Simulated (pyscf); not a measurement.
**Concerted two-bond exchange: Cl–AlH–Cl + ethylene (H₂C=CH₂) → chloroethane (H₃C–CH₂–Cl) + Al–Cl [singlet]**

Gas phase, singlet surface, charge 0. Bonds broken: Cl1–Al2, Al2–H4. Bonds formed: Cl1–C5, H4–C6. Single points on ωB97X-D3(BJ)/def2-SVP structures (PySCF, gas phase).

Transition state (Å):

```xyz
10

Cl     0.0326    -1.6476     0.1760
Al    -2.1463    -1.3201     0.7830
Cl    -2.6645    -3.2304     1.5782
H     -1.6930     0.5938     0.0076
C      0.3270     0.5789    -0.6452
C     -0.8815     1.3225    -0.4978
H      1.1447     0.6944     0.0693
H      0.6032     0.1464    -1.6090
H     -0.8338     2.1474     0.2248
H     -1.3747     1.5986    -1.4387
```

One imaginary mode, 364i cm⁻¹; descent along it reached the two sides named, in the forms told below.

```tsv
bond	change	reactant side (Å)	saddle	product side
Cl1–Al2	breaks	2.116	2.285	3.0
Al2–H4	breaks	1.571	2.114	3.4
Cl1–C5	forms	3.3	2.391	1.802
H4–C6	forms	2.8	1.202	1.101
```

Electronic energies relative to the separated reactants (kJ/mol):

| level | barrier | reaction energy | reverse barrier |
|---|---|---|---|
| ωB97X-D3(BJ)/def2-TZVP | 242.4 | +127.4 | 115.0 |
| PBE/def2-TZVP | 169.7 | +105.7 | 63.9 |
| r²SCAN/def2-TZVP | 197.1 | +135.6 | 61.5 |
| B3LYP-D3(BJ)/def2-TZVP | 204.9 | +120.1 | 84.8 |
| PBE0-D3(BJ)/def2-TZVP | 194.9 | +107.8 | 87.1 |
| M06-2X/def2-TZVP | 229.3 | +111.8 | 117.5 |
| ωB97M-D3(BJ)/def2-TZVP | 239.7 | +113.7 | 126.0 |
| HF/def2-TZVP | 338.0 | +143.9 | 194.0 |

With ωB97M-D3(BJ)/def2-TZVP energies and thermal terms (ideal gas, 1 atm, RRHO with modes under 100 cm⁻¹ raised to 100, one conformer, R ln 2 for chiral ones without a mode under 150 cm⁻¹), in kJ/mol:

```csv
T (K),ΔH‡,ΔG‡,ΔH,ΔG
298,245.8,290.9,+129.8,+131.3
600,246.6,336.4,+127.7,+133.6
900,248.3,380.9,+126.6,+136.9
1200,250.5,424.8,+126.1,+140.4
```

On the reactant side the descent ends in a bound adduct (not fully relaxed), 62.1 kJ/mol under the separated species and 304.5 kJ/mol under the saddle at ωB97X-D3(BJ)/def2-TZVP. On the product side the descent ends in a complex (not fully relaxed), 24.5 kJ/mol under the separated species and 139.5 kJ/mol under the saddle at ωB97X-D3(BJ)/def2-TZVP. The same reactants have a lower exit, to H₃C–CH₂–Al(Cl)–Cl (barrier +24.2 kJ/mol at ωB97M-D3(BJ)/def2-TZVP, against +239.7 kJ/mol here). One saddle was located; it need not be the lowest between these sides. A restricted solution here is unstable towards spin polarisation, so biradical character is likely and single-reference numbers are less safe.
